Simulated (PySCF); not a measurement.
# SiH$_{2}$, triplet: the ladder up to full CI

Geometry: MP2(full)/6-31G*, from the G2/97 set.

```xyz
3

Si    0.0000    0.0000    0.0508
H     0.0000    1.2719   -0.7081
H     0.0000   -1.2719   -0.7081
```

Basis STO-3G; PySCF 2.14.0. Correlated methods freeze the noble-gas cores, which leaves 6 electrons in 6 orbitals. R marks a restricted (for open shells ROHF) determinant, U an unrestricted one.

Full CI is exact within this basis and frozen core; it isn't the basis-set limit. The frozen core follows each run's orbitals, which can shift R against U totals by a few meV.

The UHF ⟨S²⟩ is 2.002. The T1 diagnostic (RCCSD) is 0.0097. The largest doubles amplitude (RCCSD) is 0.061. The T1 diagnostic (UCCSD) is 0.0044.

```tsv
level	E − E(full CI) (kJ/mol)	share of correlation (%)	wall time
RHF	102.6	0.00	–
UHF	101.4	1.19	–
RMP2	40.2	60.84	–
UMP2	39.2	61.77	–
RCCSD	1.0	99.07	–
UCCSD	0.9	99.11	–
RCCSD(T)	0.4	99.63	0.1 s
UCCSD(T)	0.3	99.67	0.05 s
RCCSDT	0.0	99.98	0.09 s
UCCSDT	0.0	100.01	0.09 s
```

The correlation energy at full CI, counted from RHF, is -1.063 eV. That run took 0.04 s on 1 thread of Arm Neoverse V2, shared host over 65 determinants.

Times are those of the correlated step on a shared host, with one SCF added for the restricted CCSD run; they ran on 1 thread of Arm Neoverse V2.

The full-CI state has the irrep B1 of C2v, in the program's axes.

Natural occupations of full CI about the gap: 1.976 1.964 1.002 1.000 0.035 0.024; effectively unpaired electrons, Σ n²(2−n)², 2.01.
